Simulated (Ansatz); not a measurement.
**C6H14O: up Jacob's ladder to CCSD(T)**

One table from this session's results is given with a row withheld; the runs are named, their logs left out.

Program: Ansatz 0.2.0, Gaussian basis. Level of theory: functionals in def2-TZVPP, the program's frozen cores in correlated methods. These are calculated values, not measurements.

Levels to be run: LDA (SPW92), PBE-D4, revPBE-D4, BLYP-D4, r2SCAN-D4, B97M-V, PBE0-D4, B3LYP-D4, r2SCANh-D4, r2SCAN0-D4, HSE06-D4, BHLYP-D4, CAM-B3LYP-D4, LC-ωPBE, ωB97X-V, ωB97M-V, B2PLYP, PBE-QIDH; CCSD(T)/def2-SVP; CCSD(T)/def2-TZVPP; MP2/def2-QZVPP; extrapolation to the limit; RPA on PBE.

**The relaxed structure**

The geometry comes from an earlier relaxation with PBE0-D4 in a triple-zeta def2 set; it is a stationary point, not always the lowest conformer.

21 atoms, charge 0, spin multiplicity 1.

Atoms are counted from 1 here; the program's logs count them from 0.

Bond lengths: C1–C2 1.522 Å, C1–H8 1.093 Å, C1–H9 1.093 Å, C1–H10 1.095 Å, C2–C3 1.522 Å, C2–C4 1.526 Å, C2–H11 1.095 Å, C3–H12 1.092 Å, C3–H13 1.096 Å, C3–H14 1.093 Å, C4–C5 1.516 Å, C4–H15 1.097 Å, C4–H16 1.097 Å, C5–C6 1.516 Å, C5–O7 1.420 Å, C5–H17 1.101 Å, C6–H18 1.093 Å, C6–H19 1.093 Å and more. Angles: C2–C1–H8 111.4°, C2–C1–H9 111.3°, C2–C1–H10 110.9°, H8–C1–H9 107.9°, H8–C1–H10 107.7°, H9–C1–H10 107.6°, C1–C2–C3 110.6°, C1–C2–C4 109.9°, C1–C2–H11 108.4°, C3–C2–C4 112.3°, C3–C2–H11 108.1°, C4–C2–H11 107.3°, C2–C3–H12 111.9°, C2–C3–H13 110.9°, C2–C3–H14 110.8°, H12–C3–H13 108.0°, H12–C3–H14 107.4°, H13–C3–H14 107.6° and more.

The first run:

Input file in.yaml:

```yaml
crystal:
  periodic: [false, false, false]
  atoms:
    - {symbol: C, position_ang: [0.504190, -2.388537, -0.508701]}
    - {symbol: C, position_ang: [0.758679, -0.921959, -0.193176]}
    - {symbol: C, position_ang: [1.512848, -0.251136, -1.332064]}
    - {symbol: C, position_ang: [-0.560176, -0.221812, 0.120834]}
    - {symbol: C, position_ang: [-0.440613, 1.226452, 0.551601]}
    - {symbol: C, position_ang: [-1.793217, 1.829911, 0.876226]}
    - {symbol: O, position_ang: [0.418420, 1.256178, 1.682426]}
    - {symbol: H, position_ang: [-0.013327, -2.889046, 0.314031]}
    - {symbol: H, position_ang: [1.439948, -2.923101, -0.691261]}
    - {symbol: H, position_ang: [-0.116964, -2.492854, -1.404778]}
    - {symbol: H, position_ang: [1.380801, -0.865131, 0.706265]}
    - {symbol: H, position_ang: [1.793022, 0.775371, -1.087047]}
    - {symbol: H, position_ang: [0.905450, -0.228008, -2.243512]}
    - {symbol: H, position_ang: [2.432293, -0.795486, -1.562303]}
    - {symbol: H, position_ang: [-1.211886, -0.264544, -0.760817]}
    - {symbol: H, position_ang: [-1.074077, -0.769043, 0.920124]}
    - {symbol: H, position_ang: [0.013632, 1.805593, -0.266545]}
    - {symbol: H, position_ang: [-2.271791, 1.274649, 1.686913]}
    - {symbol: H, position_ang: [-2.450612, 1.807338, 0.003399]}
    - {symbol: H, position_ang: [-1.693927, 2.874282, 1.187875]}
    - {symbol: H, position_ang: [0.467327, 2.160862, 2.000491]}
basis:
  gaussian: {orbitals: def2-TZVPP}
hamiltonian: {xc: lda}
output: {orbitals: {seedname: orbitals}}
```

Run with:

```sh
$ ansatz run in.yaml --threads 2 --pin off --events-out ev --progress --plain --max-ram 32768MiB --backend cuda --devices 0, --max-vram 18GiB
```

Steps of the session up to this table: LDA; PBE-D4 (GGA); revPBE-D4 (GGA); BLYP-D4 (GGA); r2SCAN-D4 (meta-GGA); B97M-V (meta-GGA); B3LYP-D4 (hybrid); r2SCANh-D4 (hybrid); r2SCAN0-D4 (hybrid); HSE06-D4 (hybrid); BHLYP-D4 (hybrid); CAM-B3LYP-D4 (range-separated); LC-ωPBE (range-separated); ωB97X-V (range-separated); ωB97M-V (range-separated); B2PLYP (double hybrid); PBE-QIDH (double hybrid).

One table of the session follows, with a row left open; its other results are not shown here.

It belongs to the step «Frontier levels by functional». 

| functional | HOMO (eV) | LUMO (eV) | gap (eV) |
| --- | --- | --- | --- |
| LDA (SPW92) | -6.27 | -0.07 | 6.20 |
| PBE-D4 | -6.12 | 0.10 | 6.22 |
| revPBE-D4 | -6.05 | 0.19 | 6.24 |
| BLYP-D4 | -6.06 | 0.08 | 6.14 |
| r2SCAN-D4 | -6.46 | 0.83 | 7.29 |
| B97M-V | -6.65 | 0.28 | 6.93 |
| PBE0-D4 | -7.74 | 0.94 | 8.69 |
| B3LYP-D4 | ? | ? | ? |
| r2SCANh-D4 | -7.07 | 1.07 | 8.14 |
| r2SCAN0-D4 | -7.98 | 1.42 | 9.40 |
| HSE06-D4 | -7.34 | 0.57 | 7.91 |
| BHLYP-D4 | -9.32 | 1.55 | 10.87 |
| CAM-B3LYP-D4 | -9.25 | 1.69 | 10.94 |
| LC-ωPBE | -10.55 | 3.01 | 13.57 |
| ωB97X-V | -10.26 | 2.80 | 13.05 |
| ωB97M-V | -10.19 | 2.36 | 12.55 |

Estimate the missing values for B3LYP-D4.

Worked estimate for «HOMO (eV)». Against the share of exact exchange, BLYP-D4 (0, -6.06), BHLYP-D4 (0.5, -9.32) give a slope of -6.52 per unit share; at 0.2 the line stands at -7.36.

The run gave: HOMO (eV): -7.52; LUMO (eV): 0.58; gap (eV): 8.11. In «HOMO (eV)» the line misses by +0.16.
